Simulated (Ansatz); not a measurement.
**quartet BSi: levels of theory in one basis**

```xyz
2

B     0.0000    0.0000   -1.0311
Si    0.0000    0.0000    1.0311
```

Basis set: def2-SVP (spherical functions). Left uncorrelated: 6 orbitals. Correlation on ROHF uses semicanonical orbitals with singles. Charge 0, multiplicity 4.

Computed with Ansatz (development build ahead of 0.2.0); each method stands on the lowest determinant of its kind that the runs found.

```
      method  E − E(ROHF) (eV)  <S²> of the determinant
        ROHF              0.00                        –
         UHF             -0.06                     3.76
    ROHF-MP2             -3.12                        –
     UHF-MP2             -3.09                     3.76
ROHF-CCSD(T)             -4.15                        –
 UHF-CCSD(T)             -4.15                     3.76
```
